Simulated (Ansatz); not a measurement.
## Worked example: BGeNH⁺, triplet against BGeNH, doublet

Geometry (PBE0/def2-TZVP stationary point of a doublet), kept for both states (BGeNH, doublet: A'; BGeNH⁺, triplet: A'):

```xyz
4

Ge    0.0000    0.0595    0.5059
B     0.0000    0.4513   -1.6758
N     0.0000   -0.7539   -1.1543
H     0.0000    1.3446   -2.4452
```

Basis cc-pVDZ; Ansatz 0.2.0. Only valence electrons are correlated (noble-gas cores and the filled d shells of p-block atoms frozen). Prefix R: restricted or restricted open-shell reference; prefix U: unrestricted. No spin–orbit coupling is included, and no scalar relativity.

Full CI isn't at hand for all of this; UCCSDT(Q) serves as the reference, and is uncertain by about the last step of the cluster series.

```
    level  E(BGeNH, doublet) (hartree)  E(BGeNH⁺, triplet) (hartree)
      UHF                 -2155.025836                  -2154.691570
     UMP2                 -2155.332264                  -2154.957532
 UCCSD(T)                 -2155.367646                  -2154.998520
      PBE                 -2156.728127                  -2156.348483
     PBE0                 -2156.781636                  -2156.402686
UCCSDT(Q)                 -2155.369956                  -2155.001327
```

**Question.** Give the vertical gap, BGeNH⁺ triplet less BGeNH doublet, at each level in eV (1 hartree = 27.2114 eV), and each error against UCCSDT(Q).

**Answer.** UCCSDT(Q): (-2155.001327 − (-2155.369956)) × 27.2114 = 10.031 eV (the reference)
PBE0: (-2156.402686 − (-2156.781636)) × 27.2114 = 10.312 eV, error 0.281 eV
PBE: (-2156.348483 − (-2156.728127)) × 27.2114 = 10.331 eV, error 0.300 eV
UCCSD(T): (-2154.998520 − (-2155.367646)) × 27.2114 = 10.044 eV, error 0.013 eV
UMP2: (-2154.957532 − (-2155.332264)) × 27.2114 = 10.197 eV, error 0.166 eV
UHF: (-2154.691570 − (-2155.025836)) × 27.2114 = 9.096 eV, error -0.935 eV

Total energies of functionals can't be set beside those of wave-function methods, since they hold the core's correlation and their own absolute errors; only the differences compare.

In so small a basis the reference is far from its limit while semilocal and hybrid functionals are nearer theirs, so the functionals' errors here hold much of the reference's basis and frozen-core error, which can add to them or hide them.

Each level lands on the state that its own search finds. T1 diagnostics of restricted CCSD: 0.025 and 0.033.
